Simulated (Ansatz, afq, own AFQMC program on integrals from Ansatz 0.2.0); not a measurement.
SiGeH, quartet in cc-pVDZ, levels against CCSDT(Q)

```yaml
atoms:
  - { symbol: Si, position_ang: [0.0000, 0.0406, 1.7372] }
  - { symbol: Ge, position_ang: [0.0000, -0.0362, -0.6556] }
  - { symbol: H, position_ang: [0.0000, 1.4755, -1.1562] }
```

Connectivity, by distances: Si–GeH.

Basis cc-pVDZ. Only valence electrons are correlated. Integrals, coupled cluster, full CI and functionals: Ansatz 0.2.0; the random walks run on the same integrals in our own AFQMC program. ph-AFQMC/CISD is guided by a CISD state made of CCSD amplitudes; releasing the constraint for a short imaginary time cuts its bias at the price of noise, slowly where states lie close. Free projection: walkers drawn from exp(T), propagated without any constraint. Its projection time is finite, and what remains of the start isn't in its error. Uncertainties: one standard error, sampling alone. No spin–orbit coupling.

Determinant: UHF, the one that the program's search chose, which needn't be the lowest solution. The geometry is a point of a scan.

No full CI on the walks' own integrals is used here; CCSDT(Q) serves as the reference and is uncertain by about the last step of the cluster series.

Cautions: no relativity below Rb; no spin-orbit coupling; inner d shell frozen; lower spins were not checked; the released energies are still falling, so no released level is given (meV from the phaseless value at times in 1/Eh: 5 ± 10 at 0.24, -1 ± 8 at 0.51, -12 ± 9 at 0.99, -19 ± 11 at 1.62, -42 ± 12 at 2.40), though the last usable value meets CCSDT(Q) within the noise; the ph-AFQMC/CISD walk drifts between its halves (2.0 errors).

* T1 diagnostic: 0.0304
* weight of the determinant in the CISD state: 0.854
* ⟨S²⟩ of the determinant: 3.773
* size of the correlated space: 9 electrons in 31 orbitals

Reference: CCSDT(Q), correlation energy -4.730 eV.

```csv
level,E − E(reference) (mEh),share of correlation (%)
HF,173.82,0.00
MP2,44.19,74.58
CCSD,8.96,94.84
CCSD(T),2.21,98.73
CCSDT,0.48,99.72
ph-AFQMC/HF,5.66 ± 1.79,96.74
ph-AFQMC/CISD,1.49 ± 0.35,99.15
free AFQMC,-0.04 ± 0.66,100.02
```

Free projections are given only where their last times agree within the noise and don't stop above the reference; a slow remainder of the start can still hide under it. A walk keeps the symmetry of its determinant, which the program's search chose and which needn't be the lowest solution, so a lower state of the same spin and another symmetry isn't excluded.
